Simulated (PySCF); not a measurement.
Molecule: dimethyl carbonate, C$_{3}$H$_{6}$O$_{3}$.

Molfile (atoms numbered from 1):
```
C3H6O3
     RDKit          3D

 12 11  0  0  0  0  0  0  0  0999 V2000
    2.3141    0.0542    0.1392 C   0  0  0  0  0  0  0  0  0  0  0  0
    1.1000   -0.5628    0.5226 O   0  0  0  0  0  0  0  0  0  0  0  0
   -0.0004    0.0044    0.0416 C   0  0  0  0  0  0  0  0  0  0  0  0
   -0.0386    0.9696   -0.6746 O   0  0  0  0  0  0  0  0  0  0  0  0
   -1.0524   -0.6765    0.4817 O   0  0  0  0  0  0  0  0  0  0  0  0
   -2.3088   -0.1890    0.0516 C   0  0  0  0  0  0  0  0  0  0  0  0
    2.3698    1.0851    0.5199 H   0  0  0  0  0  0  0  0  0  0  0  0
    3.1162   -0.5514    0.5769 H   0  0  0  0  0  0  0  0  0  0  0  0
    2.4148    0.0821   -0.9559 H   0  0  0  0  0  0  0  0  0  0  0  0
   -3.0590   -0.8758    0.4602 H   0  0  0  0  0  0  0  0  0  0  0  0
   -2.3700   -0.1698   -1.0466 H   0  0  0  0  0  0  0  0  0  0  0  0
   -2.4855    0.8299    0.4276 H   0  0  0  0  0  0  0  0  0  0  0  0
  1  2  1  0
  2  3  1  0
  3  4  2  0
  3  5  1  0
  5  6  1  0
  1  7  1  0
  1  8  1  0
  1  9  1  0
  6 10  1  0
  6 11  1  0
  6 12  1  0
M  END
```

Geometry PBE0-D3(BJ)/def2-SVP throughout; GIAO in PySCF 2.14, gas phase, one conformer, non-relativistic; equivalent atoms averaged; functional PBE0.

Problem. How do the shifts δ (against TMS, H2O at the same level) depend on the basis set? (ppm; last column core-seconds on shared hosts with different chips, so compare them loosely)

Solution. 
| basis set | functions | C3 | C1/C6 | O4 | O2/O5 | H7/H8/H9/H10/H11/H12 | core-s |
| --- | --- | --- | --- | --- | --- | --- | --- |
| STO-3G | 36 | 107.9 | 48.4 | 295.7 | 58.2 | 2.61 | 2.8 |
| 6-31G | 66 | 152.7 | 51.7 | 291.4 | 122.4 | 3.83 | 5.4 |
| pcSseg-0 | 66 | 171.8 | 57.6 | 341.5 | 138.7 | 4.07 | 8 |
| 6-31G* | 96 | 145.1 | 51.4 | 264.8 | 110.7 | 3.54 | 7.7 |
| def2-SVP | 114 | 150.3 | 50.9 | 289.3 | 129.5 | 3.40 | 8.8 |
| cc-pVDZ | 114 | 150.9 | 51.3 | 290.1 | 131.2 | 3.44 | 16 |
| pcSseg-1 | 132 | 162.0 | 54.2 | 309.8 | 141.0 | 3.62 | 9.9 |
| aug-cc-pVDZ | 192 | 155.3 | 51.1 | 276.8 | 126.7 | 3.69 | 34 |
| 6-311+G(2d,p) | 198 | 159.7 | 52.9 | 290.0 | 133.1 | 3.58 | 21 |
| def2-TZVP | 222 | 161.0 | 54.0 | 297.0 | 137.6 | 3.54 | 32 |
| cc-pVTZ | 264 | 160.6 | 53.5 | 297.8 | 137.6 | 3.55 | 51 |
| IGLO-III | 270 | 163.3 | 55.0 | 298.1 | 135.9 | 3.61 | 51 |
| pcSseg-2 | 300 | 164.9 | 55.6 | 300.0 | 136.5 | 3.58 | 32 |

Problem. Which nucleus moves most, in ppm?

Solution. O2/O5 (ester alkoxy oxygen): from 58.2 ppm with STO-3G to 141.0 ppm with pcSseg-1. The smallest spread is 1.46 ppm, at H7/H8/H9/H10/H11/H12. Proton shifts span only some 12 ppm, so a few tenths of a ppm matter as much there as several ppm in carbon.

Problem. Taking the largest basis, pcSseg-2 (300 functions), as the yardstick, rank the others by their worst heavy-atom deviation.

Solution. IGLO-III 1.9 ppm (270 functions), def2-TZVP 3.9 ppm (222 functions), cc-pVTZ 4.3 ppm (264 functions), pcSseg-1 9.8 ppm (132 functions), 6-311+G(2d,p) 10.0 ppm (198 functions), cc-pVDZ 14.0 ppm (114 functions), 6-31G 14.2 ppm (66 functions), def2-SVP 14.6 ppm (114 functions), aug-cc-pVDZ 23.2 ppm (192 functions), 6-31G* 35.2 ppm (96 functions), pcSseg-0 41.5 ppm (66 functions), STO-3G 78.4 ppm (36 functions).

A small basis that lands close on one nucleus may do so by chance; judge by the trend and by all nuclei.
